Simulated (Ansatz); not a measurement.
A nudged elastic band was laid between two geometries of C$_{2}$H$_{6}$FNO (11 atoms, charge 0, multiplicity 1).

Method: RHF/def2-SVP in Ansatz.

* movable images: 5
* climbing image: yes
* spring: 5.0 eV/Å²
* optimiser: quadratic models (default)
* start path: through a guess of the saddle point
* force threshold: 0.2 eV/Å
* iteration limit: 60
* end points: relaxed

Image 0:

```xyz
11
Properties=species:S:1:pos:R:3
N -1.230 0.898 -1.239
C -0.060 0.578 -0.512
O -0.256 -0.557 0.306
C 0.762 -0.901 1.126
F 1.833 -1.337 0.417
H -2.006 1.075 -0.627
H -1.488 0.153 -1.861
H 0.758 0.383 -1.204
H 0.220 1.424 0.123
H 0.424 -1.715 1.763
H 1.107 -0.057 1.730
```

Image 6:

```xyz
11
Properties=species:S:1:pos:R:3
N -0.615 0.556 -1.211
C 0.188 1.044 0.066
O -0.186 0.059 1.017
C 0.681 -0.962 1.130
F 0.579 -1.786 0.028
H -1.600 0.375 -1.054
H -0.194 -0.308 -1.517
H -0.513 1.234 -1.949
H -0.405 1.918 0.350
H 0.415 -1.563 1.997
H 1.714 -0.623 1.164
```

(1) Which bonds break or form, and what moves?

(2) Give the energies along the band, and the barrier.

(3) What is the geometry of the highest image?

Results:

(1) Bonds broken: C2–H8. Bonds formed: N1–H8.

(2) It converged. The highest image is number 4 of 0 to 6, 4.16 eV above the first end and 1.38 eV above the last; the last end lies 2.78 eV above the first. The threshold of 0.2 eV/Å is loose, so the images may lie well off the minimum-energy path. Neighbouring images differ by up to 3.9 eV, so the band resolves the path poorly. Another band between the same ends (5 images) ends at a top of the same energy, where a vibrational analysis finds 1 clearly imaginary mode. The orbitals stay closed-shell, which can raise the energy where a bond breaks towards radicals; this wasn't checked here.

```tsv
image	path coordinate (Å)	energy (eV)	C2–H8 (Å)	N1–H8 (Å)
0	0.00	0.00	1.09	2.05
1	0.94	0.02	1.09	2.05
2	1.88	0.04	1.09	2.05
3	2.82	0.27	1.08	1.93
4	3.76	4.16	1.34	1.15
5	4.70	2.88	2.11	1.00
6	5.63	2.78	2.14	1.01
```

(3) 
```xyz
11
Properties=species:S:1:pos:R:3:forces:R:3
N -0.794 0.511 -1.306 0.01 -0.13 -0.05
C -0.077 0.960 0.068 -0.05 0.05 0.02
O -0.219 -0.048 1.004 -0.01 0.07 -0.08
C 0.799 -0.936 1.072 0.01 -0.06 -0.01
F 0.776 -1.761 -0.018 -0.01 0.03 0.02
H -1.662 0.945 -1.566 0.00 0.00 0.04
H -0.781 -0.487 -1.414 -0.02 -0.01 -0.04
H 0.272 0.948 -1.224 0.02 0.02 0.07
H -0.673 1.811 0.378 0.05 0.01 0.05
H 0.655 -1.555 1.953 0.00 0.00 0.00
H 1.770 -0.444 1.074 -0.01 0.01 -0.01
```

The run took 75 s on 2 threads of Arm Neoverse V2, on a shared host, peak memory 0.19 GiB.
